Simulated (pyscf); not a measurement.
PySCF, gas phase, ωB97X-D3(BJ)/def2-SVP geometries.

Q: For hydrogen chloride (HCl) + Cl–SnH: [singlet] → Cl–Sn:–Cl [singlet] + hydrogen (H₂), a four-centre exchange (singlet surface; Cl–H, H–Sn broken, Cl–Sn, H–H formed), PBE/def2-TZVP gives ΔE‡ = -8.4 kcal/mol and ΔE = -34.0 kcal/mol (zero: the separated reactants). In which direction and how far do r²SCAN/def2-TZVP, B3LYP-D3(BJ)/def2-TZVP, ωB97M-D3(BJ)/def2-TZVP move these?

A: r²SCAN: ΔE‡ = -8.2 kcal/mol, ΔE = -35.2 kcal/mol; B3LYP-D3(BJ): ΔE‡ = -4.7 kcal/mol, ΔE = -34.7 kcal/mol; ωB97M-D3(BJ): ΔE‡ = -0.8 kcal/mol, ΔE = -31.7 kcal/mol. PBE's barrier lies under all of them, by 0.3 to 7.6 kcal/mol. Its reaction energy lies among theirs. On the reactant side the descent ends in a bound adduct, 9.6 kcal/mol under the separated species and 5.8 kcal/mol under the saddle at ωB97X-D3(BJ)/def2-TZVP. At PBE, r²SCAN, B3LYP-D3(BJ), ωB97M-D3(BJ) the saddle lies under the separated reactants, which points to a path from their complex (located at ωB97X-D3(BJ) alone). At ωB97X-D3(BJ)/def2-TZVP the barrier from the zero used here is -3.9 kcal/mol. This is the saddle that the search found; another between the same sides may lie lower. Elements past Kr carry the def2 core potentials, without spin-orbit coupling.
